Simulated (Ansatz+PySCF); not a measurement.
**singlet CH2S: levels of theory in one basis**

```xyz
4

C     0.0000    0.0000   -1.1034
S     0.0000    0.0000    0.6315
H     0.0000   -1.0041   -1.7418
H     0.0000    1.0041   -1.7418
```

Basis set: def2-SVP (spherical functions). Frozen core: 6 orbitals. Charge 0, multiplicity 1.

Computed with Ansatz (development build ahead of 0.2.0); each method stands on the lowest determinant of its kind that the runs found. NEVPT2 correlates all electrons. Active spaces start from the frontier orbitals, and the lowest solution found is given.

```csv
method,E − E(RHF) (eV),<S²> of the determinant
RHF,0.00,0.00
UHF,-0.33,0.56
RHF-MP2,-7.42,–
UHF-CCSD,-8.11,0.56
RHF-CCSD(T),-8.51,–
UHF-CCSD(T),-8.44,0.56
"CASSCF(4,3)",-1.00,–
"SC-NEVPT2(4,3)",-7.81,–
```

Question: What does UHF-MP2 give on the same scale?

Answer: -6.81 eV.

Question: Is a single determinant a sound starting point here?

Answer: It is doubtful. Unrestricted orbitals lower Hartree–Fock by 0.33 eV and <S²> is 0.56 where a pure state has 0.00, a sign of strong static correlation. The CASSCF(4,3) natural occupations are 2.00, 1.84, 0.16.

Caution for RHF, RHF-MP2, RHF-CCSD(T): an unrestricted determinant lies well below. Caution for UHF, UHF-MP2, UHF-CCSD, UHF-CCSD(T): the unrestricted determinant is spin contaminated. Caution for UHF-MP2, UHF-CCSD, UHF-CCSD(T): a plain start can end on a higher determinant. Caution for UHF-MP2, UHF-CCSD(T): another reference gives a lower total.
